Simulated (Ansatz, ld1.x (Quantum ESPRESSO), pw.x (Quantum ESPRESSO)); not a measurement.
vanadium (V) (bcc): variants of one TM potential in the solid

| Property | Result |
| --- | --- |
| Element | V (Z = 23) |
| Generator | ld1.x (Quantum ESPRESSO) 7.5 |
| Type | norm-conserving Troullier–Martins (Kleinman–Bylander form) |
| Functional | PBE |
| Relativity | scalar-relativistic |
| Frozen core | [Ar] |
| Valence charge | 5 |
| Reference configuration | 3d3 4s2 4p0 |
| Partial waves | 4s (bound): rc 1.95 bohr; 4p (bound, empty): rc 2.85 bohr; 3d (bound): rc 1.30 bohr |
| Local potential | all-electron potential smoothed inside 1.95 bohr (lloc = -2) |
| Core correction | a·sin(br)/r model core inside 1.20 bohr |

Crystal test: bcc V in pw.x 7.5, no spin, 15³ k-points, Fermi–Dirac smearing 0.01 Ry, cutoffs set for each file from its atomic test. The reference is all-electron LAPW (Ansatz 0.2.0) with the same functional, mesh and smearing; V0 and B0 come from Birch–Murnaghan fits to the pressures at five volumes. Errors are pseudo minus all-electron; Δ is the rms difference of the E(V) curves that follow from these fits, minima aligned, over ±6 % about the mean V0. Mesh and smearing are coarse, so the numbers serve the comparison and aren't converged zero-temperature values; the lattice is a test structure that the element need not adopt.

All-electron: a0 = 3.000 Å (V0 = 13.50 Å³/atom), B0 = 179.4 GPa.

Base: The largest radius (2.85 bohr) exceeds half the bond length (2.45 bohr), so the spheres overlap, which is one possible source of error among others. This is a poor potential for the solid. Atomic configuration tests: 1 of 7 tests not solved or not reliable.

1 further variants are left out: they gave no file fit for a test, a broken result, the same result as the base, or pressures whose basis-set error rivals the error shown.

```tsv
change	cutoffs (Ry)	pw.x	a0 (Å)	a0 error (%)	B0 error (%)	Δ (meV/atom)	mean pressure error (GPa)
base	170/680	converged	2.984	-0.53	+0.7	8.4	-2.84
wave 3d (bound): rc 1.30 bohr becomes 3d (bound): rc 1.22 bohr	170/680	converged	2.984	-0.52	+0.6	8.3	-2.82
wave 3d (bound): rc 1.30 bohr becomes 3d (bound): rc 1.36 bohr	145/580	converged	2.984	-0.51	+0.7	8.1	-2.77
wave 3d (bound): rc 1.30 bohr becomes 3d (bound): rc 1.60 bohr	120/480	converged	2.985	-0.49	+0.7	7.7	-2.64
wave 3d (bound): rc 1.30 bohr becomes 3d (bound): rc 1.92 bohr	85/340	converged	2.989	-0.37	+0.6	6.0	-2.04
```
